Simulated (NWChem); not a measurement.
System: C₂H₃F; SMILES C=CF

All runs: NWChem. Pople sets run with spherical d functions. Each level has its own optimisation. Computed dipoles belong to the equilibrium geometry; the measured one is vibrationally averaged.

Measured dipole moment: 1.43 D (NIST CCCBDB, as tabulated in the package chemicals).

```tsv
level	dipole moment (D)	computed − measured
Hartree-Fock/STO-3G	0.92	-0.51
Hartree-Fock/3-21G	1.89	+0.46
Hartree-Fock/6-31G*	1.53	+0.10
B3LYP/6-31G*	1.24	-0.19
LDA (Slater exchange, VWN5)/def2-SVP	1.08	-0.35
PBE/def2-SVP	1.11	-0.32
BLYP/def2-SVP	1.15	-0.28
PBE0/def2-SVP	1.25	-0.18
```
